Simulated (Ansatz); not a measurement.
Reaction (SMILES): [C]#C (C-CH) → C#[C-] (an electron is taken up)
B3LYP-D3(BJ)/def2-TZVP geometries, fixed; electronic energies without zero-point terms; positive where energy is released.
Largest species:
```xyz
3

C      0.0000     0.0000    -0.4720
C      0.0000     0.0000     0.7280
H      0.0000     0.0000    -1.5362
```
Charge 0, spin multiplicity 2.

Basis-set convergence of the adiabatic electron affinity at PBE0 with Ansatz (a quantum-chemistry and plane-wave program). Cartesian d functions, on some or all atoms, in 6-31G*, 6-31G**, 6-31+G*; all else is spherical. The program fits the integrals of some runs and decomposes those of others, by size. Open shells are unrestricted. No added dispersion term, no relativity. Functions are those of the species that has most. Reference: the value in aug-pcseg-3, 2.915 eV, itself unsure by roughly 0.012 eV (its mean distance from aug-cc-pVQZ, def2-QZVPPD). Deviations are taken from unrounded values.

| basis | functions | adiabatic electron affinity (eV) | minus reference (eV) |
|---|---|---|---|
| STO-3G | 11 | -1.717 | -4.631 |
| 3-21G | 20 | 1.906 | -1.009 |
| 6-31G | 20 | 2.012 | -0.902 |
| 6-31G* | 32 | 2.052 | -0.863 |
| 6-31G** | 35 | 2.058 | -0.856 |
| 6-31+G* | 40 | 2.935 | 0.021 |
| 6-311G** | 42 | 2.501 | -0.414 |
| 6-311+G** | 50 | 2.943 | 0.029 |
| 6-311++G(2d,2p) | 64 | 2.928 | 0.014 |
| 6-311++G(3df,3pd) | 96 | 2.924 | 0.009 |

The smallest set listed that lies within 0.1 eV of the reference with all its larger relatives (same family, alike in diffuse functions; a set with none counts only in the reference's own line) is 6-31+G* (40 functions, 0.021 eV off).
